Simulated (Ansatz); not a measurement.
# AlH3+ (quartet): wave-function methods side by side, aug-cc-pVDZ

How much of the correlation energy of AlH3+ (quartet) does each wave-function method recover here?

Method: aug-cc-pVDZ, core rule «outside noble gas», up to 5 orbitals frozen; program: Ansatz 0.2.0, Gaussian basis.

The runs, in order: UHF; CCSD(T) on ROHF; CCSD(T) on UHF; BCCD(T) on ROHF; CISD; CCSDT(Q) on ROHF; CCSDT(Q) on UHF; CASSCF and MRCISD+Q, 5 electrons in 7 orbitals; CASSCF and NEVPT2, 5 electrons in 7 orbitals; Full CI.

8 further runs of the same task are left out: 3 that didn't finish, 5 set aside as unsound or not needed.

**1. What is computed**

The geometry is a PBE0/def2-TZVP stationary point (not a proven minimum) of the parent state, kept for this charge and spin.

4 atoms, charge 1, spin multiplicity 4.

Atoms are counted from 1 here; the program's logs count them from 0.

Bond lengths: Al1–H2 1.560 Å, Al1–H3 1.560 Å. Angles: H2–Al1–H3 167.6°.

As a file:

```xyz
4
charge 1, multiplicity 4
Al    0.0000    0.0571    0.0000
H     0.0000    0.2262   -1.5512
H     0.0000    0.2262    1.5512
H     0.0000   -1.9820    0.0000
```

**2. UHF**

File in.yaml:

```yaml
crystal:
  periodic: [false, false, false]
  atoms:
    - {symbol: Al, position_ang: [0.000000, 0.057143, 0.000000]}
    - {symbol: H, position_ang: [0.000000, 0.226182, -1.551199]}
    - {symbol: H, position_ang: [0.000000, 0.226189, 1.551197]}
    - {symbol: H, position_ang: [0.000000, -1.982029, 0.000004]}
basis:
  gaussian: {orbitals: aug-cc-pVDZ}
total_charge: 1
magnetization: {spin_polarized: true, initial_magnetization: 3}
hamiltonian: {xc: hf}
output: {orbitals: {seedname: orbitals}}
```

Started as:

```sh
$ ansatz run in.yaml --threads 1 --pin off --events-out ev --progress --plain --max-ram 2393MiB
```

The runs that follow: CCSD(T) on ROHF; CCSD(T) on UHF; BCCD(T) on ROHF; CISD; CCSDT(Q) on ROHF; CCSDT(Q) on UHF; CASSCF and MRCISD+Q, 5 electrons in 7 orbitals; CASSCF and NEVPT2, 5 electrons in 7 orbitals; Full CI.

**Question.** What will the summary of the whole plan be? Wanted: FCI below the RHF energy; RMP2 from FCI; UMP2 from FCI; RCCSD from FCI; RCCSD(T) from FCI; UCCSD(T) from FCI; RCCSDT(Q) from FCI; UCCSDT(Q) from FCI; NEVPT2 valence from FCI.

The runs gave:

| quantity | value |
| --- | --- |
| FCI below the RHF energy | -2.1449 eV |
| RMP2 from FCI | +63.8 kJ/mol |
| UMP2 from FCI | +69.1 kJ/mol |
| RCCSD from FCI | +9.0 kJ/mol |
| RCCSD(T) from FCI | +2.5 kJ/mol |
| UCCSD(T) from FCI | +2.3 kJ/mol |
| RCCSDT(Q) from FCI | +0.1 kJ/mol |
| UCCSDT(Q) from FCI | 0.0 kJ/mol |
| NEVPT2 valence from FCI | +36.1 kJ/mol |
| MRCISD+Q valence from FCI | +2.0 kJ/mol |
| levels within 1 kcal/mol (43 meV) | RCCSD(T), UCCSD(T), BCCD(T), RCCSDT, UCCSDT, RCCSDT(Q), UCCSDT(Q), MRCISD+Q valence |
| T1 diagnostic | 0.030 |
| effectively unpaired electrons | 3.06 |

What this shows: RCCSD(T) lands +2.5 kJ/mol from the yardstick (1.2 % of the correlation energy). One determinant dominates. Of the multireference levels listed MRCISD+Q valence comes nearest in total energy (+2.0 kJ/mol), which doesn't show that its space is the better one. Coupled cluster took another determinant than the lowest Hartree-Fock one. These misses are within one basis, not against nature; the frozen cores of restricted and unrestricted runs differ, which can shift their rows.
